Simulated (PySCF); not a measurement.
PySCF input for cyclobutane (C₄H₈), SMILES C1CCC1, TDA-PBE/def2-SVPD. The structure is a stationary point at PBE0-D3(BJ)/def2-SVP.

```python
import numpy as np
from pyscf import gto, scf, dft, tdscf

mol = gto.M(
    atom='''
    C     0.75992195    0.75992194    0.12855868
    C     0.75992194   -0.75992194   -0.12855869
    C    -0.75992194   -0.75992195    0.12855869
    C    -0.75992195    0.75992195   -0.12855868
    H     0.99004627    0.99004625    1.18080608
    H     1.39448010    1.39448008   -0.50889089
    H     0.99004625   -0.99004626   -1.18080608
    H     1.39448008   -1.39448010    0.50889090
    H    -1.39448010   -1.39448008   -0.50889091
    H    -0.99004627   -0.99004626    1.18080607
    H    -0.99004625    0.99004627   -1.18080607
    H    -1.39448008    1.39448010    0.50889091
    ''',
    basis='def2-SVPD',
    charge=0,
    spin=0,
    symmetry=True,
    max_memory=1600,
    verbose=4,
)
mf = dft.RKS(mol, xc='pbe').density_fit(auxbasis='def2-universal-jkfit')
mf.grids.level = 3
mf.conv_tol = 1e-9
mf.max_cycle = 100
mf.kernel()
mf.grids = dft.Grids(mol).set(level=1).build(with_non0tab=True)  # coarser grid for the response kernel
td = tdscf.TDA(mf)
td.singlet = True
td.nstates = 10
td.conv_tol = 1e-4
td.positive_eig_threshold = 1e-6
td.kernel(x0=td.get_init_guess(mf, 15))
td.analyze()
tt = tdscf.TDA(mf)
tt.singlet = False
tt.nstates = 4
tt.conv_tol = 1e-4
tt.positive_eig_threshold = 1e-6
tt.kernel(x0=tt.get_init_guess(mf, 9))
tt.analyze(verbose=3)
```

Log of the run:

```
PySCF version 2.14.0

[INPUT] verbose = 4
[INPUT] num. atoms = 12
[INPUT] num. electrons = 32
[INPUT] charge = 0
[INPUT] spin (= nelec alpha-beta = 2S) = 0
[INPUT] symmetry True subgroup None
[INPUT] Mole.unit = angstrom
[INPUT] Symbol           X                Y                Z      unit          X                Y                Z       unit  Magmom
[INPUT]  1 C      0.759921950000   0.759921940000   0.128558680000 AA    1.436044361545   1.436044342648   0.242940696136 Bohr   0.0
[INPUT]  2 C      0.759921940000  -0.759921940000  -0.128558690000 AA    1.436044342648  -1.436044342648  -0.242940715033 Bohr   0.0
[INPUT]  3 C     -0.759921940000  -0.759921950000   0.128558690000 AA   -1.436044342648  -1.436044361545   0.242940715033 Bohr   0.0
[INPUT]  4 C     -0.759921950000   0.759921950000  -0.128558680000 AA   -1.436044361545   1.436044361545  -0.242940696136 Bohr   0.0
[INPUT]  5 H      0.990046270000   0.990046250000   1.180806080000 AA    1.870916300947   1.870916263153   2.231400097421 Bohr   0.0
[INPUT]  6 H      1.394480100000   1.394480080000  -0.508890890000 AA    2.635185475156   2.635185437362  -0.961664409386 Bohr   0.0
[INPUT]  7 H      0.990046250000  -0.990046260000  -1.180806080000 AA    1.870916263153  -1.870916282050  -2.231400097421 Bohr   0.0
[INPUT]  8 H      1.394480080000  -1.394480100000   0.508890900000 AA    2.635185437362  -2.635185475156   0.961664428283 Bohr   0.0
[INPUT]  9 H     -1.394480100000  -1.394480080000  -0.508890910000 AA   -2.635185475156  -2.635185437362  -0.961664447181 Bohr   0.0
[INPUT] 10 H     -0.990046270000  -0.990046260000   1.180806070000 AA   -1.870916300947  -1.870916282050   2.231400078524 Bohr   0.0
[INPUT] 11 H     -0.990046250000   0.990046270000  -1.180806070000 AA   -1.870916263153   1.870916300947  -2.231400078524 Bohr   0.0
[INPUT] 12 H     -1.394480080000   1.394480100000   0.508890910000 AA   -2.635185437362   2.635185475156   0.961664447181 Bohr   0.0

nuclear repulsion = 127.221959933152
point group symmetry = D2d, use subgroup D2
symmetry origin: [-2.77555756e-17  0.00000000e+00  5.90539416e-10]
symmetry axis x: [ 1.00000000e+00 -4.45549122e-18 -3.33275229e-09]
symmetry axis y: [8.51471858e-18 1.00000000e+00 1.21798052e-09]
symmetry axis z: [ 3.33275229e-09 -1.21798052e-09  1.00000000e+00]
num. orbitals of irrep A = 36
num. orbitals of irrep B1 = 36
num. orbitals of irrep B2 = 36
num. orbitals of irrep B3 = 36
number of shells = 64
number of NR pGTOs = 200
number of NR cGTOs = 144
basis = def2-SVPD
ecp = {}


[settings echo left out]
init E= -156.960061384972
HOMO (A) = -0.350948765772604  LUMO (A) = -0.0212106859684975  gap/eV = 8.97263
cycle= 1 E= -156.817268904876  delta_E= 0.143  |g|= 0.461  |ddm|= 5.08
HOMO (B3) = -0.166435027951854  LUMO (A) = 0.0327533726410749  gap/eV = 5.42019
cycle= 2 E= -156.699245520044  delta_E= 0.118  |g|= 0.814  |ddm|= 1.68
HOMO (B2) = -0.265725412460204  LUMO (A) = 0.00928705263167906  gap/eV = 7.48347
cycle= 3 E= -156.881168920041  delta_E= -0.182  |g|= 0.0485  |ddm|=  1.3
HOMO (B2) = -0.267028482585221  LUMO (A) = 0.00796722480479151  gap/eV = 7.48301
cycle= 4 E= -156.88174885314  delta_E= -0.00058  |g|= 0.00653  |ddm|= 0.276
HOMO (B2) = -0.267182260742928  LUMO (A) = 0.00775221841070595  gap/eV = 7.48135
cycle= 5 E= -156.881759671569  delta_E= -1.08e-05  |g|= 0.000462  |ddm|= 0.0316
HOMO (B3) = -0.267198443521417  LUMO (A) = 0.00774751941042284  gap/eV = 7.48166
cycle= 6 E= -156.881759730128  delta_E= -5.86e-08  |g|= 7.27e-05  |ddm|= 0.00275
HOMO (B2) = -0.267208175731854  LUMO (A) = 0.00774078605443185  gap/eV = 7.48174
cycle= 7 E= -156.8817597318  delta_E= -1.67e-09  |g|= 1.04e-05  |ddm|= 0.000274
HOMO (B2) = -0.267209988286166  LUMO (A) = 0.0077401524941485  gap/eV = 7.48177
cycle= 8 E= -156.881759731838  delta_E= -3.75e-11  |g|= 6.53e-07  |ddm|= 3.35e-05
HOMO (B2) = -0.267209729968979  LUMO (A) = 0.00774021872195618  gap/eV = 7.48177
Extra cycle  E= -156.881759731837  delta_E= 1.31e-12  |g|= 6.91e-07  |ddm|= 2.75e-06
converged SCF energy = -156.881759731837
tot grids = 40496
Overwritten attributes  positive_eig_threshold  of <class 'pyscf.tdscf.rks.TDA'>


******** <class 'pyscf.tdscf.rks.TDA'> for <class 'pyscf.df.df_jk.DFSymAdaptedRKS'> ********
nstates = 10 singlet
deg_eia_thresh = 1.000e-03
wfnsym = None
conv_tol = 0.0001
eigh lindep = 1e-12
eigh level_shift = 0
eigh max_cycle = 100


Excitation energies (eV)
[7.54887843 7.54887843 7.57648913 8.07831764 8.11661947 8.1253745
 8.14779245 8.14779245 8.24059324 8.2696854 ]

** Singlet excitation energies and oscillator strengths **
Excited State   1:   B3      7.54888 eV    164.24 nm  f=0.0371
      16 -> 17        0.70565
Excited State   2:   B2      7.54888 eV    164.24 nm  f=0.0371
      15 -> 17       -0.70565
Excited State   3:    A      7.57649 eV    163.64 nm  f=0.0000
      14 -> 17       -0.70535
Excited State   4:   B1      8.07832 eV    153.48 nm  f=0.0000
      15 -> 19       -0.49996
      16 -> 18        0.49996
Excited State   5:    A      8.11662 eV    152.75 nm  f=0.0000
      15 -> 18        0.49825
      16 -> 19       -0.49825
Excited State   6:   B1      8.12537 eV    152.59 nm  f=0.0000
      15 -> 19        0.49599
      16 -> 18        0.49599
Excited State   7:   B3      8.14779 eV    152.17 nm  f=0.0001
      14 -> 19       -0.66792
      15 -> 20       -0.23027
Excited State   8:   B2      8.14779 eV    152.17 nm  f=0.0001
      14 -> 18        0.66792
      16 -> 20        0.23027
Excited State   9:    A      8.24059 eV    150.46 nm  f=0.0000
      15 -> 18       -0.49631
      16 -> 19       -0.49631
Excited State  10:   B3      8.26969 eV    149.93 nm  f=0.0014
      14 -> 19        0.22967
      15 -> 20       -0.66510

** Transition electric dipole moments (AU) **
state          X           Y           Z        Dip. S.      Osc.
  1        -0.4478      0.0000      0.0000      0.2005      0.0371
  2        -0.0000      0.4478      0.0000      0.2005      0.0371
  3        -0.0000     -0.0000     -0.0000      0.0000      0.0000
  4        -0.0000     -0.0000     -0.0000      0.0000      0.0000
  5        -0.0000      0.0000     -0.0000      0.0000      0.0000
  6        -0.0000     -0.0000     -0.0156      0.0002      0.0000
  7        -0.0163      0.0000      0.0000      0.0003      0.0001
  8         0.0000      0.0163     -0.0000      0.0003      0.0001
  9         0.0000     -0.0000      0.0000      0.0000      0.0000
 10         0.0823      0.0000     -0.0000      0.0068      0.0014

** Transition velocity dipole moments (imaginary part, AU) **
state          X           Y           Z        Dip. S.      Osc.
  1        -0.0975     -0.0000     -0.0000      0.0095      0.0228
  2        -0.0000      0.0975      0.0000      0.0095      0.0228
  3         0.0000      0.0000      0.0000      0.0000      0.0000
  4         0.0000      0.0000     -0.0000      0.0000      0.0000
  5        -0.0000     -0.0000      0.0000      0.0000      0.0000
  6         0.0000     -0.0000     -0.0076      0.0001      0.0001
  7         0.0024      0.0000     -0.0000      0.0000      0.0000
  8         0.0000     -0.0024      0.0000      0.0000      0.0000
  9        -0.0000     -0.0000     -0.0000      0.0000      0.0000
 10        -0.0081      0.0000      0.0000      0.0001      0.0001

** Transition magnetic dipole moments (imaginary part, AU) **
state          X           Y           Z
  1        -0.2904      0.0000     -0.0000
  2         0.0000     -0.2904      0.0000
  3         0.0000      0.0000     -0.0000
  4        -0.0000      0.0000     -1.9466
  5        -0.0000     -0.0000      0.0000
  6         0.0000     -0.0000      0.0000
  7         0.8449     -0.0000      0.0000
  8        -0.0000      0.8449      0.0000
  9        -0.0000      0.0000      0.0000
 10         0.1792      0.0000     -0.0000


******** <class 'pyscf.tdscf.rks.TDA'> for <class 'pyscf.df.df_jk.DFSymAdaptedRKS'> ********
nstates = 4 triplet
deg_eia_thresh = 1.000e-03
wfnsym = None
conv_tol = 0.0001
eigh lindep = 1e-12
eigh level_shift = 0
eigh max_cycle = 100


Excitation energies (eV)
[7.37123314 7.37123314 7.38227765 7.88872908]

** Triplet excitation energies and oscillator strengths **
Excited State   1:   B3      7.37123 eV    168.20 nm  f=0.0000
Excited State   2:   B2      7.37123 eV    168.20 nm  f=0.0000
Excited State   3:    A      7.38228 eV    167.95 nm  f=0.0000
Excited State   4:   B1      7.88873 eV    157.17 nm  f=0.0000
```

Self-consistency was reached.

Cost: very roughly 40 core-seconds.
